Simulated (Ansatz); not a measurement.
[GeH$_{3}$···H···S], triplet in cc-pVDZ: errors against UCCSDT(Q)

Geometry: a point of a hydrogen-transfer path between rigid fragments, not a stationary point.

```csv
atom,x (Å),y (Å),z (Å)
Ge,-0.9948,0.0000,0.0000
H,-1.5063,1.4466,0.0000
H,-1.5063,-0.7233,1.2528
H,-1.5063,-0.7233,-1.2528
H,0.4322,0.0000,0.0000
S,2.3822,0.0000,0.0000
```

Basis cc-pVDZ; Ansatz 0.2.0. Correlated methods freeze the noble-gas cores and the filled d shells of p-block atoms, which leaves 14 electrons in 46 orbitals. R marks a restricted (for open shells ROHF) determinant, U an unrestricted one. Active spaces: pair = (4e, 4o) about the gap. No spin–orbit coupling is included, and no scalar relativity.

Full CI isn't at hand for all of this; UCCSDT(Q) serves as the reference, and is uncertain by about the last step of the cluster series. The frozen core follows each run's orbitals, which can shift R against U totals by a few meV for light atoms and by up to 0.1 eV past Ca.

The UHF ⟨S²⟩ is 2.010, the T1 diagnostic (RCCSD) is 0.0144 and the largest doubles amplitude (RCCSD) is 0.040. The T1 diagnostic (UCCSD) is 0.0105.

```csv
level,E − E(UCCSDT(Q)) (meV),share of correlation (%),wall time
UHF,6996,1.81,–
UMP2,1438,79.82,–
UCCSD,146,97.95,–
UCCSD(T),30,99.58,8 s
UCCSDT,6,99.92,–
```

The correlation energy at UCCSDT(Q), counted from RHF, is -7.124 eV. That run took 48 s on 1 thread of Intel Xeon 6975P-C, shared host.

Run but not shown, since their state or frozen core can't be matched to the reference's or they repeat it: RHF, RMP2, CISD, RCCSD, RCCSD(T), BCCD(T), RCCSDT, RCCSDT(Q), CASSCF (pair space), NEVPT2 (pair space), MRCISD (pair space), MRCISD+Q (pair space).

Times hold each run's SCF and search for its determinant on a shared host, so for small cases they say little of a method's own cost; they ran on 1 thread of Intel Xeon 6975P-C.
